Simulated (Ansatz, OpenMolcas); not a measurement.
## How basis sets differ on PH (SMILES [PH])

PH has 2 atoms, charge 0, and is taken as a triplet. SMILES: `[PH]`. Geometry: relaxed at PBE0-D4/def2-TZVP.

```xyz
2

P     0.0000    0.0000   -0.0146
H     0.0000    0.0000    1.4137
```

Each level gives the energy change with the P1–H2 bond stretched from 1.428 to 3.571 Å (eV). The values are calculated.

```tsv
level	kind	program	value (eV)	CPU time (all runs)
FCI/3-21G	exact in the basis	Ansatz	2.20	0.82 s
FCI/pcseg-0	exact in the basis	OpenMolcas	2.12	3.8 s
FCI/6-31G* (spherical functions)	exact in the basis	OpenMolcas	2.53	14 s
FCI/cc-pVDZ	exact in the basis	Ansatz	2.77	1.8 s
```

The first shape isn't each level's own minimum. The values span 2.12 to 2.77 eV. High-level rows in very small sets aren't better than simpler rows in larger ones. Times are those of the runs behind each value, whatever else they computed, on shared processors of several kinds: orders of magnitude only.
